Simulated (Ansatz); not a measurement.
# hcp Os

Calculation: rVV10 in Ansatz (PAW).

Run with plane-wave cutoff 500 eV, 30×30×18 k mesh (along the axes of the cell as run), Fermi–Dirac smearing 0.1 eV, no spin polarisation, scalar-relativistic PAW data made under PBE.

Cell (relaxed at this level):

```xyz
2
Lattice="1.3884 -2.4048 0.0000 1.3884 2.4048 0.0000 0.0000 0.0000 4.3851" Properties=species:S:1:pos:R:3 pbc="T T T"
Os     1.3884     0.8016     1.0963
Os     1.3884    -0.8016     3.2889
```

* **volume per atom**: 14.64 Å³/atom
* **lattice constant a**: 2.777 Å
* **lattice parameter c**: 4.385 Å

Measured, for comparison: lattice constant a 2.734 Å (293 K, not corrected to a static lattice, our sources range from 2.734 to 2.740; as tabulated in Wikipedia's data pages); lattice parameter c 4.320 Å (293 K, not corrected to a static lattice; as tabulated in Wikipedia's data pages). Computed (rounded) less measured: lattice constant a +1.6 % (+1.4 % to +1.6 % over the range), lattice parameter c +1.5 %.

Spin–orbit coupling is not included.

The computed numbers hold no vibrational or temperature effects.

It cost around 4 core-minutes (rough) of CPU time.

Ansatz is a program for electronic structure.
